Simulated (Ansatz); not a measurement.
Cost and result for the atomization energy of C₄H₇NO (`O=C1CCCN1`) (13 atoms, 13 bonds).

| atom | x (Å) | y (Å) | z (Å) |
| --- | --- | --- | --- |
| O1 | -2.1385 | -1.4321 | -0.1668 |
| C2 | -1.1197 | -0.7844 | -0.1060 |
| C3 | -0.9616 | 0.6414 | 0.3955 |
| C4 | 0.5445 | 0.8274 | 0.5406 |
| C5 | 1.1361 | -0.1788 | -0.4535 |
| N6 | 0.1153 | -1.1980 | -0.5017 |
| H7 | -1.3903 | 1.3024 | -0.3647 |
| H8 | -1.5292 | 0.7881 | 1.3134 |
| H9 | 0.8561 | 0.5596 | 1.5528 |
| H10 | 0.8833 | 1.8447 | 0.3450 |
| H11 | 2.0916 | -0.5847 | -0.1139 |
| H12 | 1.2956 | 0.2790 | -1.4386 |
| H13 | 0.2168 | -2.0647 | -1.0022 |

Charge 0, multiplicity 1. The geometry is a stationary point of PBE0-D4/def2-TZVP. Program: Ansatz. All runs use 4 threads of an Arm Neoverse V1 on a shared host. Times are those of one run each, without the atoms' runs, and a repeat can differ threefold. Electronic energies, without spin–orbit coupling; frozen cores. CCSD(T)/CBS adds CCSD(T) − MP2 in def2-TZVPP to the MP2 limit, and its time is that of the two runs behind it. T1 = 0.013.

CCSD(T)/CBS is a level of theory with its own doubt, some kJ/mol a heavy atom from the limit and from the frozen cores, so smaller differences don't rank the functionals.

```csv
level,functions,wall time
BLYP-D4/def2-TZVPP,284,2.9 s
PBE-D4/def2-TZVPP (with forces),284,3.6 s
PBE0-D4/def2-TZVPP,284,3.9 s
BHLYP-D4/def2-TZVPP,284,4 s
CAM-B3LYP-D4/def2-TZVPP,284,4.3 s
r2SCANh-D4/def2-TZVPP,284,6.5 s
PBE-QIDH/def2-TZVPP,284,9.5 s
ωB97X-V/def2-TZVPP,284,9.5 s
B2PLYP/def2-TZVPP,284,13 s
CCSD(T)/def2-SVP,119,13 s
MP2/def2-QZVPP,552,53 s
CCSD(T)/def2-TZVPP,284,6.4 min
CCSD(T)/CBS(def2),–,7.3 min
```

(1) What atomization energy does each give, and how far from CCSD(T)/CBS? (An estimate is asked.)

Results:

(1) The calculation gave: 
```json
{"level": "BLYP-D4/def2-TZVPP", "atomization (kcal/mol)": "1329.0", "difference from CCSD(T)/CBS": "7.5", "per bond": "0.6"}
{"level": "PBE-D4/def2-TZVPP (with forces)", "atomization (kcal/mol)": "1370.6", "difference from CCSD(T)/CBS": "49.1", "per bond": "3.8"}
{"level": "PBE0-D4/def2-TZVPP", "atomization (kcal/mol)": "1340.4", "difference from CCSD(T)/CBS": "18.9", "per bond": "1.5"}
{"level": "BHLYP-D4/def2-TZVPP", "atomization (kcal/mol)": "1280.3", "difference from CCSD(T)/CBS": "-41.2", "per bond": "-3.2"}
{"level": "CAM-B3LYP-D4/def2-TZVPP", "atomization (kcal/mol)": "1333.3", "difference from CCSD(T)/CBS": "11.8", "per bond": "0.9"}
{"level": "r2SCANh-D4/def2-TZVPP", "atomization (kcal/mol)": "1320.3", "difference from CCSD(T)/CBS": "-1.2", "per bond": "-0.1"}
{"level": "PBE-QIDH/def2-TZVPP", "atomization (kcal/mol)": "1323.7", "difference from CCSD(T)/CBS": "2.2", "per bond": "0.2"}
{"level": "ωB97X-V/def2-TZVPP", "atomization (kcal/mol)": "1330.3", "difference from CCSD(T)/CBS": "8.8", "per bond": "0.7"}
{"level": "B2PLYP/def2-TZVPP", "atomization (kcal/mol)": "1313.1", "difference from CCSD(T)/CBS": "-8.4", "per bond": "-0.6"}
{"level": "CCSD(T)/def2-SVP", "atomization (kcal/mol)": "1264.9", "difference from CCSD(T)/CBS": "-56.6", "per bond": "-4.4"}
{"level": "MP2/def2-QZVPP", "atomization (kcal/mol)": "1336.7", "difference from CCSD(T)/CBS": "15.2", "per bond": "1.2"}
{"level": "CCSD(T)/def2-TZVPP", "atomization (kcal/mol)": "1287.6", "difference from CCSD(T)/CBS": "-33.9", "per bond": "-2.6"}
{"level": "CCSD(T)/CBS(def2)", "atomization (kcal/mol)": "1321.5", "difference from CCSD(T)/CBS": "0.0", "per bond": "0.0"}
```

The D4 term adds +10.0 kcal/mol with B3LYP and +5.2 kcal/mol with PBE0; it sums over pairs of atoms, weighted by their polarisabilities, and B3LYP, whose exchange is more repulsive, gets the larger term. At CCSD(T), def2-SVP lies −56.6 kcal/mol from the extrapolated value and def2-TZVPP −33.9 kcal/mol: correlation converges slowly with the basis, and small sets miss more of it in the bonded molecule than in its fragments. From PBE to PBE0 (25 % exact exchange), in def2-TZVPP and without D4, the atomization energy moves by −29.1 kcal/mol: exact exchange takes away binding that semilocal exchange gives to molecules.

B3LYP here is the variant with VWN-RPA as its local correlation; programs differ in this.
